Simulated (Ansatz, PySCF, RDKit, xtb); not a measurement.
**CH3OSi: from the formula to a structure**

Given the formula CH3OSi (odd number of electrons) and nothing else, which arrangement of the atoms is the most stable in the gas at 298.15 K, and what are its properties?

The funnel: GFN2-xTB relaxations, single points with a density functional, relaxations at PBE0-D3(BJ)/pcseg-1, harmonic vibrations, and a last energy at a higher level. All values are calculated.

3 further runs of the same task are left out: 3 set aside as unsound or not needed.

## (1) Drawing up candidates

A program enumerates the bonding patterns with one Lewis structure each (two rings at most, one unusual centre or charged pair), with their diastereomers. O–O, O–halogen and N–halogen bonds and N–N–N chains are not drawn. That gives 15 candidates.

c152 [CH]=[SiH]O; c170 C=[Si]O; c195 [CH2][SiH]=O; c285 O=[C][SiH3]; c315 O[C]=[SiH2]; c341 O=C[SiH2]; c345 [CH]=[Si-][OH2+]; c403 [O]C[SiH]; c486 [CH]O[SiH2]; c516 OC=[SiH]; c542 C[Si]=O; c635 [CH2]O[SiH]; c772 [CH]1[OH+][SiH-]1; c924 C1O[SiH]1; c953 [CH]1O[SiH2]1.

Candidates are built by distance geometry, with a force field where one applies, in up to four conformers (letters a to d). 10 starts with atoms placed at random are added, to find patterns that the rules miss.

**Question.** With final energies at CCSD(T)/def2-TZVP, which structure will this search put lowest in free energy, and by what margin?

| quantity | value |
| --- | --- |
| lowest structure found | C[Si]=O, doublet, Cs |
| next finalist | [CH2][SiH]=O, doublet, 14.6 kcal/mol higher in G |
| share at equilibrium, among the finalists | 100.0 % |
| harmonic wavenumbers, lowest and highest (PBE0-D3(BJ)/pcseg-1) | 42 and 3201 cm⁻¹ |
| rotational constants, same geometry | 1.243, 0.2231, 0.1962 cm⁻¹ |
| dipole moment (PBE0/def2-TZVPD) | 4.23 D |
| HOMO energy (highest over α and β) (PBE0/def2-TZVPD) | -6.76 eV |
| LUMO energy (lowest over α and β) (PBE0/def2-TZVPD) | -3.30 eV |
| lowest excitation (TD-CAM-B3LYP/def2-SVPD) | 2.96 eV (f = 0.014) |
| strongest of the states computed, same level | 3.32 eV (f = 0.018) |
| vertical ionisation energy (to the singlet cation) | 9.09 eV |
| vertical electron affinity | 1.48 eV |
| vertical quartet less doublet | +4.13 eV |

The lowest structure found is `C[Si]=O`. The margin of 14.6 kcal/mol over the next finalist is beyond the usual error of the last level; it says nothing of structures that weren't ranked. GFN2-xTB, HF/STO-3G, r2SCAN-D4/def2-SVP, PBE0-D3(BJ)/pcseg-1, HF/def2-TZVP and MP2/def2-TZVP already put its bonding pattern lowest among the structures in one piece. The stability test raises a flag; for an open shell a flag towards a general spinor solution can be the free rotation of the spin. Lowest found is not proven lowest: the search is finite, and each finalist counts with one conformer. Patterns outside the rules of the enumeration were met only by chance.
